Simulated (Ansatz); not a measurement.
# AlH3 (triplet): wave-function methods side by side at distance Al1–H2 = 2.246 Å, cc-pVDZ

How much of the correlation energy of AlH3 (triplet) does each wave-function method recover here?

Computed with Ansatz 0.2.0, Gaussian basis. Level: cc-pVDZ, core rule «outside noble gas», up to 5 orbitals frozen.

Plan: UHF; CCSD(T) on ROHF; CCSD(T) on UHF; BCCD(T) on ROHF; CISD; CCSDT(Q) on ROHF; CCSDT(Q) on UHF; CASSCF and MRCISD+Q, 4 electrons in 4 orbitals; CASSCF and NEVPT2, 4 electrons in 4 orbitals; CASSCF and MRCISD+Q, 6 electrons in 7 orbitals; CASSCF and NEVPT2, 6 electrons in 7 orbitals; Full CI.

16 further runs of the same task are left out: 12 that didn't finish, 4 set aside as unsound or not needed.

## Step 1: What is computed

The geometry derives from a PBE0/def2-TZVP stationary point (not a proven minimum). One bond is set to the value named and the two fragments are kept rigid.

4 atoms, charge 0, spin multiplicity 3.

Atoms are counted from 1 here; the program's logs count them from 0.

Bond lengths: Al1–H3 1.843 Å, Al1–H4 1.843 Å, H3–H4 0.841 Å. Angles: H3–Al1–H4 26.4°, Al1–H3–H4 76.8°, Al1–H4–H3 76.8°.

Geometry (Å):

```xyz
4

Al    0.0000    0.0945   -0.0865
H     0.0000   -1.9498   -1.0167
H     0.4207   -0.2897    1.6661
H    -0.4207   -0.2897    1.6661
```

## Step 2: UHF

File in.yaml:

```yaml
crystal:
  periodic: [false, false, false]
  atoms:
    - {symbol: Al, position_ang: [0.000000, 0.094484, -0.086500]}
    - {symbol: H, position_ang: [0.000000, -1.949825, -1.016724]}
    - {symbol: H, position_ang: [0.420650, -0.289702, 1.666124]}
    - {symbol: H, position_ang: [-0.420650, -0.289702, 1.666124]}
basis:
  gaussian: {orbitals: cc-pVDZ}
magnetization: {spin_polarized: true, initial_magnetization: 2}
hamiltonian: {xc: hf}
output: {orbitals: {seedname: orbitals}}
```

The run is started by

```sh
$ ansatz run in.yaml --threads 1 --pin off --events-out ev --progress --plain --max-ram 2393MiB
```

After this run come: CCSD(T) on ROHF; CCSD(T) on UHF; BCCD(T) on ROHF; CISD; CCSDT(Q) on ROHF; CCSDT(Q) on UHF; CASSCF and MRCISD+Q, 4 electrons in 4 orbitals; CASSCF and NEVPT2, 4 electrons in 4 orbitals; CASSCF and MRCISD+Q, 6 electrons in 7 orbitals; CASSCF and NEVPT2, 6 electrons in 7 orbitals; Full CI.

**Question.** What will the summary of the whole plan be? Wanted: FCI below the RHF energy; RMP2 from FCI; UMP2 from FCI; RCCSD from FCI; RCCSD(T) from FCI; UCCSD(T) from FCI; RCCSDT(Q) from FCI; UCCSDT(Q) from FCI; NEVPT2 pair from FCI.

**Answer**, as computed:

| quantity | value |
| --- | --- |
| FCI below the RHF energy | -2.9156 eV |
| RMP2 from FCI | +922.3 meV |
| UMP2 from FCI | +885.0 meV |
| RCCSD from FCI | +110.2 meV |
| RCCSD(T) from FCI | +32.0 meV |
| UCCSD(T) from FCI | +29.5 meV |
| RCCSDT(Q) from FCI | +0.7 meV |
| UCCSDT(Q) from FCI | -0.2 meV |
| NEVPT2 pair from FCI | +630.2 meV |
| MRCISD+Q pair from FCI | +19.7 meV |
| NEVPT2 valence from FCI | +482.4 meV |
| levels within 1 kcal/mol (43 meV) | RCCSD(T), UCCSD(T), BCCD(T), RCCSDT, UCCSDT, RCCSDT(Q), UCCSDT(Q), MRCISD+Q pair, MRCISD+Q valence |
| T1 diagnostic | 0.063 |
| effectively unpaired electrons | 2.08 |

RCCSD(T) misses by +32.0 meV, 1.1 % of the correlation energy. The occupations are near whole numbers, but T1 = 0.063 shows that the orbitals relax strongly. Of the multireference levels listed MRCISD+Q pair comes nearest in total energy (+19.7 meV), which doesn't show that its space is the better one. These misses are within one basis, not against nature; the frozen cores of restricted and unrestricted runs differ, which can shift their rows.
